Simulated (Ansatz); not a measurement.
`[BH2][AlH][CH3]`. The species carries charge 0 and has multiplicity 1.

Z-matrix (Å, degrees):
```
C
Al 1 1.960
H 1 1.092 2 114.1
H 1 1.096 2 109.7 3 120.9
H 1 1.095 2 110.6 3 -122.2
B 2 2.119 1 123.3 3 -6.9
H 2 1.599 1 117.7 3 173.7
H 6 1.201 2 123.2 1 90.5
H 6 1.201 2 123.0 1 -89.9
```

(1) Give the diagnostics of a CCSD(T)/def2-TZVPP run (frozen core, Ansatz 0.2.0). (Estimate.)

## Answers

(1) Ansatz gave: T1 = 0.0100, largest single amplitude 0.017, largest double 0.035, (T) share of the correlation energy 3.2 %, 10 CCSD cycles. The RHF solution is stable towards an unrestricted one. T1 lies under the customary mark of 0.02 for closed shells.
